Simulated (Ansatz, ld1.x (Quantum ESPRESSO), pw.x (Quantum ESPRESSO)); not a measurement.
From atom to crystal: TM potential for Ba

```json
{
 "Element": "Ba",
 "Generator": "ld1.x (Quantum ESPRESSO) 7.5",
 "Type": "norm-conserving Troullier–Martins (Kleinman–Bylander form)",
 "Functional": "PBE",
 "Relativity": "scalar-relativistic",
 "Frozen core": "[Xe]",
 "Valence charge": "2",
 "Reference configuration": "5d0 6s2 6p0",
 "Partial waves": "6p (bound, empty): rc 4.15 bohr; 5d (bound, empty): rc 2.60 bohr; 6s (bound): rc 3.00 bohr",
 "Local potential": "the s channel",
 "Core correction": "none"
}
```

Atomic tests: cutoffs needed: 8 Ry and 15 Ry (the cutoffs (Ry, on a coarse ladder) from which the occupation-weighted sum of valence levels, in a spherical-Bessel basis at the reference potential, stays within 10 and 1 mRy of its value at 400 Ry); ghost test: no extra level below or beside the all-electron valence levels (p, d, s, f tested) (spherical-Bessel basis up to 400 Ry, 20 bohr box); largest excitation error: +753 meV (all-electron minus pseudo) for 5d1 6s0 6p0, out of 7 test configurations.

Crystal test: bcc Ba in pw.x 7.5, no spin, 9³ k-points, Fermi–Dirac smearing 0.01 Ry, cutoffs 35/140 Ry. The reference is all-electron LAPW (Ansatz 0.2.0) with the same functional, mesh and smearing; V0 and B0 come from Birch–Murnaghan fits to the pressures at five volumes. Errors are pseudo minus all-electron; Δ is the rms difference of the E(V) curves that follow from these fits, minima aligned, over ±6 % about the mean V0. Mesh and smearing are coarse, so the numbers serve the comparison and aren't converged zero-temperature values; the lattice is a test structure that the element need not adopt.

All-electron: a0 = 5.031 Å (V0 = 63.67 Å³/atom), B0 = 8.4 GPa.

Problem. How far does the potential miss the all-electron equation of state?

Solution. mean pressure error (GPa): -1.24. The pressure does not cross zero within the volumes sampled, so no fit is given. This is a poor potential for the solid. The logarithmic derivative shows an extra or strongly shifted pseudo pole above the reference energy (s near 0.91 Ry).

| V (Å³/atom) | P all-electron (GPa) | P pseudo (GPa) |
| --- | --- | --- |
| 60.428 | 0.47 | -0.98 |
| 62.018 | 0.23 | -1.11 |
| 63.608 | 0.01 | -1.22 |
| 65.198 | -0.19 | -1.33 |
| 66.788 | -0.38 | -1.43 |

Problem. At the middle volume, how do free energy and pressure move when the wave cutoff is lowered (ecutrho kept at four times it)?

Solution.

| cutoff (Ry) | shift of F (meV/atom) | shift of P (GPa) |
| --- | --- | --- |
| 16 | +6.8 | -0.01 |
| 21 | +3.5 | -0.01 |
| 28 | +0.4 | +0.01 |

Input at the middle volume:

```
&control
  calculation='scf', prefix='x', pseudo_dir='./', outdir='./tmp', tstress=.true., disk_io='none'
/
&system
  ibrav=0, nat=1, ntyp=1, ecutwfc=35, ecutrho=140, nbnd=8,
  occupations='smearing', smearing='fd', degauss=0.01
/
&electrons
  conv_thr=1e-09, mixing_beta=0.4, electron_maxstep=70
/
ATOMIC_SPECIES
Ba 1.0 Ba.UPF
CELL_PARAMETERS angstrom
  -2.51468688 2.51468688 2.51468688
  2.51468688 -2.51468688 2.51468688
  2.51468688 2.51468688 -2.51468688
ATOMIC_POSITIONS crystal
Ba 0.0000 0.0000 0.0000
K_POINTS automatic
9 9 9 0 0 0
```

```bash
pw.x < Ba.scf.in > Ba.scf.out
```

Lines of the output:

```
Message from routine setup:
     using ibrav=0 with symmetry is DISCOURAGED, use correct ibrav instead
     lattice parameter (alat)  =       8.2308  a.u.
     unit-cell volume          =     429.2481 (a.u.)^3
     number of electrons       =         2.00
     number of Kohn-Sham states=            8
     kinetic-energy cutoff     =      35.0000  Ry
     charge density cutoff     =     140.0000  Ry
     scf convergence threshold =      1.0E-09
     Exchange-correlation= PBE
     number of k points=    35  Fermi-Dirac smearing, width (Ry)=  0.0100
     iteration #  1     ecut=    35.00 Ry     beta= 0.40
     total energy              =      -1.25421502 Ry
     estimated scf accuracy    <       0.00260119 Ry
     iteration #  2     ecut=    35.00 Ry     beta= 0.40
     negative rho (up, down):  9.118E-04 0.000E+00
     total energy              =      -1.25779324 Ry
     estimated scf accuracy    <       0.00171239 Ry
     iteration #  3     ecut=    35.00 Ry     beta= 0.40
     total energy              =      -1.25921341 Ry
     estimated scf accuracy    <       0.00060029 Ry
     iteration #  4     ecut=    35.00 Ry     beta= 0.40
     total energy              =      -1.25927950 Ry
     estimated scf accuracy    <       0.00000791 Ry
     iteration #  5     ecut=    35.00 Ry     beta= 0.40
     c_bands:  1 eigenvalues not converged
     c_bands:  1 eigenvalues not converged
     c_bands:  2 eigenvalues not converged
     total energy              =      -1.25932982 Ry
     estimated scf accuracy    <       0.00001824 Ry
     iteration #  6     ecut=    35.00 Ry     beta= 0.40
     c_bands:  2 eigenvalues not converged
     total energy              =      -1.25933297 Ry
     estimated scf accuracy    <       0.00000005 Ry
     iteration #  7     ecut=    35.00 Ry     beta= 0.40
     total energy              =      -1.25933484 Ry
     estimated scf accuracy    <       0.00000058 Ry
     iteration #  8     ecut=    35.00 Ry     beta= 0.40
     total energy              =      -1.25933529 Ry
     estimated scf accuracy    <       0.00000001 Ry
     iteration #  9     ecut=    35.00 Ry     beta= 0.40
     total energy              =      -1.25933529 Ry
     estimated scf accuracy    <          4.0E-09 Ry
     iteration # 10     ecut=    35.00 Ry     beta= 0.40
     the Fermi energy is     1.2332 ev
!    total energy              =      -1.25933529 Ry
     estimated scf accuracy    <          1.9E-10 Ry
     smearing contrib. (-TS)   =      -0.00780013 Ry
     The total energy is F=E-TS. E is the sum of the following terms:
     one-electron contribution =       0.90900967 Ry
     hartree contribution      =       0.00071312 Ry
     xc contribution           =      -0.62961639 Ry
     ewald contribution        =      -1.53164156 Ry
     convergence has been achieved in  10 iterations
          total   stress  (Ry/bohr**3)                   (kbar)     P=      -12.23
     Message from routine punch:
     Nothing written, as per user request (disk_io='none')
```

The run at the middle volume (35 k-points, 10 iterations) took about 4.9 s on one core of a shared host (Neoverse-V1, 32 threads, 247 GiB, load 25).
